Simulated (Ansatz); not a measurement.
```yaml
crystal:
  periodic: [false, false, false]
  atoms:
    - {symbol: N, position_ang: [0.000000, 0.000000, -1.301881]}
    - {symbol: B, position_ang: [0.000000, 0.000000, 0.000000]}
    - {symbol: N, position_ang: [0.000000, 0.000000, 1.301881]}
basis:
  gaussian: {orbitals: def2-TZVP}
magnetization: {spin_polarized: true, initial_magnetization: 1}
hamiltonian: {xc: pbe0}
relax: {f_tol: 0.004, max_steps: 80}
```

```sh
$ ansatz run in.yaml --threads 1 --pin off --events-out ev --progress --plain --max-ram 2176MiB
```

Steps of the relaxation (energy above the last step; positions in Å, forces in eV/Å):

```
3
step 1, 110.7 meV
N     0.000    0.000   -1.302    0.000    0.000   -3.020
B     0.000    0.000    0.000    0.000    0.000    1.273
N     0.000    0.000    1.302    0.000    0.000    1.747
```

```
3
step 2, 14.3 meV
N     0.000    0.000   -1.334    0.000    0.000   -1.068
B     0.000    0.000    0.005    0.000    0.000    0.716
N     0.000    0.000    1.328    0.000    0.000    0.351
```

```
3
step 3, 0.4 meV
N     0.000    0.000   -1.350    0.000    0.000   -0.156
B     0.000    0.000    0.011    0.000    0.000    0.193
N     0.000    0.000    1.339    0.000    0.000   -0.037
```

```
3
step 5, 0.0 meV
N     0.000    0.000   -1.352    0.000    0.000    0.000
B     0.000    0.000    0.013    0.000    0.000    0.001
N     0.000    0.000    1.340    0.000    0.000   -0.001
```

Close pairs at the end: B2–N3 1.327 Å, N1–B2 1.365 Å.

A stationary point of unrestricted PBE0 after 5 steps, with ⟨S²⟩ = 1.502 against 0.75 for a pure state; no frequencies were run, so it isn't proven a minimum. 9 s on 1 thread of AMD EPYC 9R45, shared host.
